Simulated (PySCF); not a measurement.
## Static response to an electric field

Compound: thionylimide, HNOS.
Geometry (GFN2-xTB, Å), atoms numbered from 1 in this order:
```xyz
4
HNOS angstrom
N     -0.344    0.308   -1.250
S     -0.199   -1.037   -0.577
O     -1.343   -1.926   -0.628
H     -1.186    0.606   -1.722
```

Level: B3LYP/def2-SVPD (PySCF), static field, nuclei fixed, core orbitals frozen in the response. The polarisability tensor in these axes (au):

```
x   28.56  3.56  0.76
y    3.56 38.71 -5.96
z    0.76 -5.96 25.61
```

Problem. Give the principal values, the mean and the anisotropy Δα = √{½[(α1 − α2)² + (α2 − α3)² + (α1 − α3)²]}.

Solution. Principal values 22.59, 28.57 and 41.73 au; mean 30.96 au = 4.59 Å³ = 5.11 × 10⁻⁴⁰ C²·m²/J; Δα = 16.96 au (55 % of the mean).

Problem. What is the dipole moment, and where does it point?

Solution. (0.34, 0.91, -0.28) D, 1.01 D in size, pointing from the negative to the positive side. Measured along this direction, the outermost atoms are O3 at the negative end and H4 and N1 at the positive end.

Problem. What would n − 1 = 2πNα be for an ideal gas of these molecules at 298.15 K and 1 atm, electronic part alone?

Solution. N = p/kT = 2.4615 × 10¹⁹ cm⁻³, so n − 1 = 2π × N × 4.59 × 10⁻²⁴ cm³ = 710 × 10⁻⁶ at long wavelengths.

Problem. Give the eigenvalues of the traceless quadrupole moment Θ = ½Σq(3rr − r²1), origin at the centre of nuclear charge.

Solution. -8.30, 2.00, 6.30 D·Å. The values depend on the origin, since the dipole doesn't vanish. The electronic extent ⟨r²⟩ about the same centre is 170 bohr², a root-mean-square distance of 1.22 Å for the 32 electrons.

Problem. Form Σ f/ω² (atomic units) for the 8 lowest TDDFT singlets, given as eV and f, and set it beside the mean polarisability, which is this sum over all singlets: 3.87, 0.0000; 4.90, 0.0061; 5.70, 0.0814; 7.86, 0.0341; 7.90, 0.0003; 8.00, 0.0122; 8.01, 0.0044; 8.26, 0.0159.

Solution. They add up to 2.82 au, 9.1 % of the 30.96 au; the largest single term is 1.86 au, from the state at 5.70 eV. Terms in order: 0.00, 0.19, 1.86, 0.41, 0.00, 0.14, 0.05, 0.17 au. Higher excitations give the rest. The strengths listed sum to 0.154.

Problem. In a dilute gas of rigid molecules at 298 K, how does the orientational term μ²/3kT compare with the electronic polarisability?

Solution. In Gaussian units μ²/3kT = 8.21 Å³ against 4.59 Å³, a ratio of 1.79; the Debye molar polarisation (4π/3)N_A(α + μ²/3kT) is 32.3 cm³/mol, leaving out the vibrational part.

Problem. Find the Langevin capture rate constant for H3O+ (19.018 u) meeting this molecule (62.978 u), k = 2.342 × 10⁻⁹ cm³/s × √(α in Å³ / reduced mass in u).

Solution. The reduced mass is 14.61 u, so k = 1.31 × 10⁻⁹ cm³/s. The formula leaves out the permanent dipole, which adds to the capture rate.

Geometry: GFN2-xTB; no solvent, vibrations or thermal averaging.
